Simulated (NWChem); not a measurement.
Program: NWChem. System: carbonyl sulfide (COS), charge 0, spin multiplicity 1, optimised in this run.

Job file:

```
start mol
memory heap 200 mb stack 900 mb global 1100 mb
geometry units angstroms
  O      0.000000     0.000000    -1.666893
  C      0.000000     0.000000    -0.512859
  S      0.000000     0.000000     1.025769
  symmetry group C2v
end
basis spherical
  * library def2-svp
end
dft
  xc pbe0
  semidirect memsize 60000000 filesize 0
  iterations 100
end
driver
  maxiter 80
end
task dft optimize
task dft freq
```

The output up to the point where the run's verdict is printed (cleaned and shortened):

```
             Northwest Computational Chemistry Package (NWChem) 7.3.0
             --------------------------------------------------------

                                NWChem Input Module
                                -------------------

 Scaling coordinates for geometry "geometry" by  1.889725989
 (inverse scale =  0.529177249)

 Turning off AUTOSYM since
 SYMMETRY directive was detected!

          ------
          auto-z
          ------
  autoz: insufficient variables                     2                    3
     1 autoz failed with cvr_scaling = 1.2 changing to 1.3
  autoz: insufficient variables                     2                    3
     2 autoz failed with cvr_scaling = 1.3 changing to 1.4
  autoz: insufficient variables                     2                    3
     3 autoz failed with cvr_scaling = 1.4 changing to 1.5
  autoz: insufficient variables                     2                    3
     4 autoz failed with cvr_scaling = 1.5 changing to 1.6
 !! There are insufficient internal variables: expected     2 got     3
 !! Either AUTOZ failed or your geometry has changed so much that the
 !! coordinates should be regenerated.
```

The input was rejected before any calculation. NWChem stopped with the message: geom_binvr: #indep variables incorrect 200003.
